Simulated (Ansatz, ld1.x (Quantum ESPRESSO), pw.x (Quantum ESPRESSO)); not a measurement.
From atom to crystal: TM potential for potassium (K)

potassium, norm-conserving Troullier–Martins (Kleinman–Bylander form), made with ld1.x (Quantum ESPRESSO) 7.5 (PBE, scalar-relativistic). Core [Ar], reference 4s1 4p0. Waves: 4p (bound, empty): rc 3.50 bohr; 3d channel at 0.2 Ry: rc 3.65 bohr; 4s (bound): rc 2.95 bohr. Local part: the s channel. Core correction: none.

Crystal test: bcc K in pw.x 7.5, no spin, 9³ k-points, Fermi–Dirac smearing 0.01 Ry, cutoffs 35/140 Ry. The reference is all-electron LAPW (Ansatz 0.2.0) with the same functional, mesh and smearing; V0 and B0 come from Birch–Murnaghan fits to the pressures at five volumes. Errors are pseudo minus all-electron; Δ is the rms difference of the E(V) curves that follow from these fits, minima aligned, over ±6 % about the mean V0. Mesh and smearing are coarse, so the numbers serve the comparison and aren't converged zero-temperature values; the lattice is a test structure that the element need not adopt.

All-electron: a0 = 5.292 Å (V0 = 74.09 Å³/atom), B0 = 3.5 GPa.

Q: How far does the potential miss the all-electron equation of state?

A: mean pressure error (GPa): +0.14; a0 (Å): 5.371; a0 error (%): +1.50; B0 error (%): -15.1; Δ (meV/atom): 2.4. This is a poor potential for the solid.

```json
{"V (Å³/atom)": "70.599", "P all-electron (GPa)": "0.19", "P pseudo (GPa)": "0.33"}
{"V (Å³/atom)": "72.457", "P all-electron (GPa)": "0.08", "P pseudo (GPa)": "0.22"}
{"V (Å³/atom)": "74.315", "P all-electron (GPa)": "-0.01", "P pseudo (GPa)": "0.13"}
{"V (Å³/atom)": "76.173", "P all-electron (GPa)": "-0.09", "P pseudo (GPa)": "0.05"}
{"V (Å³/atom)": "78.031", "P all-electron (GPa)": "-0.16", "P pseudo (GPa)": "-0.02"}
```

Q: At the middle volume, how do free energy and pressure move when the wave cutoff is lowered (ecutrho kept at four times it)?

A:

```json
{"cutoff (Ry)": "16", "shift of F (meV/atom)": "+1.2", "shift of P (GPa)": "-0.01"}
{"cutoff (Ry)": "21", "shift of F (meV/atom)": "+0.5", "shift of P (GPa)": "+0.00"}
{"cutoff (Ry)": "28", "shift of F (meV/atom)": "+0.1", "shift of P (GPa)": "-0.00"}
```

Input at the middle volume:

```
&control
  calculation='scf', prefix='x', pseudo_dir='./', outdir='./tmp', tstress=.true., disk_io='none'
/
&system
  ibrav=0, nat=1, ntyp=1, ecutwfc=35, ecutrho=140, nbnd=7,
  occupations='smearing', smearing='fd', degauss=0.01
/
&electrons
  conv_thr=1e-09, mixing_beta=0.4, electron_maxstep=70
/
ATOMIC_SPECIES
K 1.0 K.UPF
CELL_PARAMETERS angstrom
  -2.64853366 2.64853366 2.64853366
  2.64853366 -2.64853366 2.64853366
  2.64853366 2.64853366 -2.64853366
ATOMIC_POSITIONS crystal
K 0.0000 0.0000 0.0000
K_POINTS automatic
9 9 9 0 0 0
```

```bash
pw.x < K.scf.in > K.scf.out
```

Lines of the output:

```
Message from routine setup:
     using ibrav=0 with symmetry is DISCOURAGED, use correct ibrav instead
     lattice parameter (alat)  =       8.6689  a.u.
     unit-cell volume          =     501.5025 (a.u.)^3
     number of electrons       =         1.00
     number of Kohn-Sham states=            7
     kinetic-energy cutoff     =      35.0000  Ry
     charge density cutoff     =     140.0000  Ry
     scf convergence threshold =      1.0E-09
     Exchange-correlation= PBE
     number of k points=    35  Fermi-Dirac smearing, width (Ry)=  0.0100
     iteration #  1     ecut=    35.00 Ry     beta= 0.40
     c_bands:  4 eigenvalues not converged
     c_bands:  2 eigenvalues not converged
     c_bands:  4 eigenvalues not converged
     c_bands:  1 eigenvalues not converged
     c_bands:  1 eigenvalues not converged
     c_bands:  1 eigenvalues not converged
     c_bands:  1 eigenvalues not converged
     c_bands:  1 eigenvalues not converged
     [... 6 repeated lines left out ...]
     total energy              =      -0.37435150 Ry
     estimated scf accuracy    <       0.00029618 Ry
     iteration #  2     ecut=    35.00 Ry     beta= 0.40
     total energy              =      -0.37449052 Ry
     estimated scf accuracy    <       0.00011871 Ry
     iteration #  3     ecut=    35.00 Ry     beta= 0.40
     total energy              =      -0.37450878 Ry
     estimated scf accuracy    <       0.00000003 Ry
     iteration #  4     ecut=    35.00 Ry     beta= 0.40
     [... 4 repeated lines left out ...]
     total energy              =      -0.37450907 Ry
     estimated scf accuracy    <          5.5E-09 Ry
     iteration #  5     ecut=    35.00 Ry     beta= 0.40
     total energy              =      -0.37450913 Ry
     estimated scf accuracy    <       0.00000003 Ry
     iteration #  6     ecut=    35.00 Ry     beta= 0.40
     the Fermi energy is    -0.2842 ev
!    total energy              =      -0.37450914 Ry
     estimated scf accuracy    <          9.1E-10 Ry
     smearing contrib. (-TS)   =      -0.00332450 Ry
     The total energy is F=E-TS. E is the sum of the following terms:
     one-electron contribution =       0.23630255 Ry
     hartree contribution      =       0.00121029 Ry
     xc contribution           =      -0.24513788 Ry
     ewald contribution        =      -0.36355961 Ry
     convergence has been achieved in   6 iterations
          total   stress  (Ry/bohr**3)                   (kbar)     P=        1.33
     Message from routine punch:
     Nothing written, as per user request (disk_io='none')
```

The run at the middle volume (35 k-points, 6 iterations) took about 8.4 s on one core of a shared host (Neoverse-V1, 32 threads, 247 GiB, load 11).
